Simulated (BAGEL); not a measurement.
# HF (hydrogen fluoride): a chain of runs

Wanted: a single-point energy (HF/6-31+G*), then energy and gradient (CASSCF(2,2)/6-31+G*) of HF (hydrogen fluoride). 

Program for the calculation: BAGEL 1.2.2.

3 further runs of the same task are left out: 3 set aside as unsound or not needed.

## 1. Starting point

HF: 2 atoms, total charge 0, spin state singlet. SMILES: `F`. Geometry: relaxed at PBE0-D4/def2-TZVP.

Bond lengths: F1–H2 0.920 Å.

## 2. The energy at HF/6-31+G(d) (density fitting with svp-jkfit, Cartesian functions) (run 1)

Contents of input.json:

```json
{ "bagel": [

{
  "title": "molecule",
  "basis": "6-31+gs.json",
  "df_basis": "svp-jkfit",
  "angstrom": true,
  "cartesian": true,
  "geometry": [
    { "atom": "F", "xyz": [      -0.390000,       0.144600,      -0.196400 ] },
    { "atom": "H", "xyz": [       0.390000,      -0.144600,       0.196400 ] }
  ]
},

{ "title": "hf" },

{ "title": "print", "file": "orbitals.molden", "orbitals": true }

]}
```

The basis set 6-31+G* is read from a file made from the Basis Set Exchange's data (not shown).

Run with:

```sh
$ BAGEL_NUM_THREADS=1 BAGEL input.json > input.out
```

Log:

```text
* using 1 threads per process

  ===============================================================
  ===============================================================

  Cartesian basis functions are used
  *** Geometry ***

  { "atom" : "F", "xyz" : [     -0.736993,      0.273254,     -0.371142 ] },
  { "atom" : "H", "xyz" : [      0.736993,     -0.273254,      0.371142 ] },

  Number of auxiliary basis functions:      113

  Since a DF basis is specified, we compute 2- and 3-index integrals:
    o Being stored without compression. Storage requirement is 0.000 GB

  Number of basis functions:       21
  Number of electrons      :       10

    * METHOD: MOLECULE                             0.01

  *** RHF ***

  === Nuclear Repulsion ===
     5.1769523111

      * DIIS with orbital gradients will be used.

  === RHF iteration (6-31+gs.json) ===
      0        -92.95169118          0.35286714           0.00
      1        -91.38795987          0.38899485           0.00
      2        -99.82242085          0.09747778           0.00
      3        -99.97350902          0.04360741           0.00
      4       -100.01404112          0.00520951           0.00
      5       -100.01477235          0.00124879           0.00
      6       -100.01480422          0.00007520           0.00
      7       -100.01480450          0.00001302           0.00
      8       -100.01480450          0.00000113           0.00
      9       -100.01480450          0.00000019           0.00
     10       -100.01480450          0.00000002           0.00
     11       -100.01480450          0.00000000           0.00
    * SCF iteration converged.

    * Permanent dipole moment:
           (   -0.697959,     0.258782,    -0.351485) a.u.

    * METHOD: HF                                   0.01

    * METHOD: PRINT                                0.00

  ===============================================================
```

Wall time 0.46 s (1 thread of Intel Xeon 6975P-C (Granite Rapids), shared host); peak memory 0.15 GiB.

## 3. Energy and gradient at CASSCF(2,2)/6-31+G(d) (density fitting with svp-jkfit, Cartesian functions, 2 states averaged) (run 2)

Contents of input.json:

```json
{ "bagel": [

{
  "title": "molecule",
  "basis": "6-31+gs.json",
  "df_basis": "svp-jkfit",
  "angstrom": true,
  "cartesian": true,
  "geometry": [
    { "atom": "F", "xyz": [   -0.390000,    0.144600,   -0.196400 ] },
    { "atom": "H", "xyz": [    0.390000,   -0.144600,    0.196400 ] }
  ]
},
{ "title": "hf" },
{
  "title": "force",
  "target": 0,
  "method": [
    {
      "title": "casscf",
      "nstate": 2,
      "nact": 2,
      "nclosed": 4,
      "active": [3, 6],
      "thresh": 1.0e-9,
      "maxiter": 200,
      "natocc": true,
      "canonical": true
    }
  ]
}

]}
```

The basis set 6-31+G* is read from a file made from the Basis Set Exchange's data (not shown).

Run with:

```sh
$ BAGEL_NUM_THREADS=1 BAGEL input.json > input.out
```

Log:

```text
* using 1 threads per process

  ===============================================================
  ===============================================================

  Cartesian basis functions are used
  *** Geometry ***

  { "atom" : "F", "xyz" : [     -0.736993,      0.273254,     -0.371142 ] },
  { "atom" : "H", "xyz" : [      0.736993,     -0.273254,      0.371142 ] },

  Number of auxiliary basis functions:      113

  Since a DF basis is specified, we compute 2- and 3-index integrals:
    o Being stored without compression. Storage requirement is 0.000 GB

  Number of basis functions:       21
  Number of electrons      :       10

    * METHOD: MOLECULE                             0.01

  *** RHF ***

  === Nuclear Repulsion ===
     5.1769523111

      * DIIS with orbital gradients will be used.

  === RHF iteration (6-31+gs.json) ===
      0        -92.95169118          0.35286714           0.00
      1        -91.38795987          0.38899485           0.00
      2        -99.82242085          0.09747778           0.00
      3        -99.97350902          0.04360741           0.00
      4       -100.01404112          0.00520951           0.00
      5       -100.01477235          0.00124879           0.00
[... 4 lines of this table left out ...]
     10       -100.01480450          0.00000002           0.00
     11       -100.01480450          0.00000000           0.00
    * SCF iteration converged.

    * Permanent dipole moment:
           (   -0.697959,     0.258782,    -0.351485) a.u.

    * METHOD: HF                                   0.01

  The gradients will be computed analytically.
  ---------------------------
      CASSCF calculation
  ---------------------------

    ==== Active orbitals : =====
         Orbital 3
         Orbital 6
    ============================

    * nstate   :      2
    * nclosed  :      4
    * nact     :      2
    * nvirt    :     15
  === CASSCF iteration (6-31+gs.json) ===

    * Using the second-order algorithm

      0  0      -100.01567610     5.07e-02      0.00
      0  1       -99.38464301     0.00e+00      0.00

      1  0      -100.00450531     1.52e-03      0.00
      1  1       -99.42424065     0.00e+00      0.00

[... 24 lines of this table left out ...]
     10  0      -100.00369397     4.85e-10      0.00
     10  1       -99.42513038     0.00e+00      0.00

    * Second-order optimization converged. *

     guess   0:   closed 1.                   open ..
     guess   1:   closed ..                   open 11

  === FCI iteration ===

      0  0      -100.00266676     1.94e-02      0.00
      0  1       -99.42015629     3.34e-02      0.00

      1  0 *    -100.00369397     2.48e-16      0.00
      1  1 *     -99.42513038     6.13e-16      0.00

     * ci vector, state   0, <S^2> = 0.0000
       2.    -0.9972311638

     * ci vector, state   1, <S^2> = 0.0000
       ba    -0.7033546650
       ab    -0.7033546650
       .2     0.0741746904
       2.     0.0712919752
    * Permanent dipole moment: Unrelaxed
           (   -0.705909,     0.261729,    -0.355488) a.u.

  === CASSCF Z-vector iteration ===

         0      0.0027290402     0.0182272150      0.00
         1      0.0014112077     0.0195885441      0.00
         2      0.0010382363     0.0050214055      0.00
         3      0.0005520822     0.0042021192      0.00
         4      0.0002635100     0.0023706525      0.00
         5      0.0001652975     0.0001801687      0.00
[... 7 lines of this table left out ...]
        13      0.0000000018     0.0000000009      0.00
        14      0.0000000008     0.0000000001      0.00
    * Permanent dipole moment: Relaxed
           (   -0.586474,     0.217446,    -0.295342) a.u.

  * Nuclear energy gradient

    o Atom   0
        x          0.0155892890
        y         -0.0057800218
        z          0.0078505960
    o Atom   1
        x         -0.0155892890
        y          0.0057800218
        z         -0.0078505960
  * Gradient computed with                              0.05

    * METHOD: FORCE                                0.10

  ===============================================================
```

Run time: 0.57 s. Hardware: 1 thread of Intel Xeon 6975P-C (Granite Rapids), shared host; peak memory 0.15 GiB.

## 4. Outcome

```
                                                                     quantity          value
                                              run 1, HF/6-31+G*: total energy  -100.01480 Eh
                                             run 1, HF/6-31+G*: dipole moment         2.09 D
                                               run 1, HF/6-31+G*: HOMO energy      -17.71 eV
                                               run 1, HF/6-31+G*: LUMO energy        5.17 eV
                                             run 1, HF/6-31+G*: HOMO–LUMO gap       22.88 eV
                  run 2, CASSCF(2,2)/6-31+G*: energy of the lowest of 2 roots  -100.00369 Eh
                      run 2, CASSCF(2,2)/6-31+G*: dipole moment (lowest root)         1.76 D
                         run 2, CASSCF(2,2)/6-31+G*: largest force on an atom     0.945 eV/Å
run 2, CASSCF(2,2)/6-31+G*: lowest excitation energy within this active space       15.74 eV
```

What this shows: The orbitals (run 2, CASSCF(2,2)/6-31+G*) are averaged over several states, so each root lies above its own optimum (it can stand above Hartree-Fock), and forces and dipoles share that bias. The largest force (run 2, CASSCF(2,2)/6-31+G*) is 0.95 eV/Å: the shape isn't a stationary point for this species at this level.
